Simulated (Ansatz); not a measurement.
Born–Oppenheimer molecular dynamics of BS₂ (3 atoms, charge 0, multiplicity 2). It starts from a relaxed structure.

All numbers below come from UKS CAM-B3LYP-D4/STO-3G (Ansatz 0.2.0).

```
ensemble        : NVT, Langevin thermostat
time step       : 1 fs
steps asked     : 300
set temperature : 400 K
friction        : 0.01 /fs
seed            : 744301
```

First frame:

```xyz
3
Properties=species:S:1:pos:R:3
B 0.627 -0.598 0.281
S 0.284 1.123 0.279
S -0.912 -0.525 -0.560
```

(1) How far do the bonds stretch over the last three quarters of this one trajectory? (Pairs bonded in most of those frames.)

Results:

(1) 
| bond | mean (Å) | spread (Å) | shortest | longest |
| --- | --- | --- | --- | --- |
| B1–S2 | 1.764 | 0.057 | 1.63 | 1.89 |
| B1–S3 | 1.758 | 0.048 | 1.65 | 1.88 |
| S2–S3 | 2.221 | 0.072 | 2.09 | 2.34 |

Mean temperature of the second half: 483 K. The mean temperature of the second half is 21 % above the set value. A run of 0.3 ps of so small a system gives no equilibrium averages. Limits of this set-up: minimal basis.

The run took 4.2 min on 1 CPU thread of a shared host.
